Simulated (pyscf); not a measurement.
A first-order saddle from PySCF, ωB97X-D3(BJ)/def2-SVP:

```
Si
H 1 1.4864
H 1 1.5159 2 103.25
O 1 1.8809 2 113.88 3 95.59
H 4 0.9708 1 118.31 2 -157.72
H 4 1.1313 5 119.87 1 89.44
H 6 1.1432 4 134.25 5 -123.82
P 1 2.2397 2 120.17 7 88.39
H 8 1.4215 1 97.36 2 -39.45
Si 8 2.2462 9 97.78 7 -126.61
H 10 1.4899 8 108.02 9 -178.22
H 10 1.4913 11 109.27 8 -118.33
H 10 1.4933 11 108.73 12 -118.78
```
Charge 0, spin multiplicity 1.

Surface: singlet, charge 0. Lowest wavenumbers (cm⁻¹): 1305i, 73, 84, 115, 134.

Problem. Name the species on either side of this saddle.

Solution. `[SiH3][PH][SiH3]` + `[OH2]` ⇌ `[OH][SiH2][PH][SiH3]` + `[H][H]`, a four-centre exchange read from left to right: H–Si, H–O broken and O–Si, H–H formed. At ωB97M-D3(BJ)/def2-TZVP it lies +33.9 kcal/mol from the left side and +50.4 kcal/mol from the right (each side as separated species at their lowest minima found). HO–SiH₂–PH–SiH₃ lies 18.4 kcal/mol over its isomer H₃Si–O–SiH₂–PH₂ (electronic energy, ωB97M-D3(BJ)/def2-TZVP). This is the saddle that the search found; another between the same sides may lie lower.
